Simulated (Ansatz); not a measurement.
Reaction (SMILES): C[Si](C)(P)P [[dimethyl(phosphanyl)silyl]phosphane] -> [CH3] (CH3) + C[Si](P)P (the C-Si bond breaks)

Wanted: bond dissociation energy (enthalpy at 298 K), in kcal/mol. Terms: non-relativistic; no dispersion term unless named; 6-311+G** with 5d, 6d on Na to Ar in Ansatz (a first-principles code); six Cartesian d functions in 6-31G* and its kin unless marked 5d; valence correlation only; spin-orbit terms left out; UHF or UKS for open shells. CBS(X,Y): correlation extrapolated as X^-3; Hartree-Fock from the larger set. First-principles rows: single points at B3LYP-D3(BJ) geometries (Ansatz), with unscaled harmonic terms from B3LYP/6-31G* (Ansatz) at its own minima.

Coupled cluster (Ansatz) is a level with limits of its own, used here on species with T1 under 0.025 (0.045 for open shells) and stable references: CCSD(T)/CBS(cc-pV(T+d)Z,cc-pV(Q+d)Z).

Value to compare with, CCSD(T)/CBS(cc-pV(T+d)Z,cc-pV(Q+d)Z) (Ansatz): 89.2 kcal/mol.

| level | program | bond dissociation energy (enthalpy at 298 K) (kcal/mol) | difference |
|---|---|---|---|
| HF/6-31G* | Ansatz | 62.4 | -26.8 |
| PBE/def2-SVP | Ansatz | 85.1 | -4.1 |
| B3LYP/STO-3G | Ansatz | 113.7 | 24.5 |
| B3LYP/6-31G* | Ansatz | 82.0 | -7.2 |
| B3LYP/6-31+G* | Ansatz | 80.2 | -9.0 |
| B3LYP/def2-SVP | Ansatz | 82.2 | -7.0 |
| B3LYP/6-311+G** | Ansatz | 80.3 | -8.9 |
| B3LYP-D3(BJ)/def2-TZVPD | Ansatz + dftd3 | 84.1 | -5.1 |

Among the 7 habitual levels, HF/6-31G* lies farthest from CCSD(T)/CBS(cc-pV(T+d)Z,cc-pV(Q+d)Z) (Ansatz) (-26.8 kcal/mol) and PBE/def2-SVP nearest (-4.1); 1 of 7 lie above it, and their mean absolute difference is 12.5 kcal/mol, the median 8.9. One case shows no general order.

The levels are drawn from those run, B3LYP/6-31G* more often than the rest, none by its result; left out are runs that failed, that the program found above a lower state of the same kind, or whose <S^2> lies over 0.5 above the pure value.
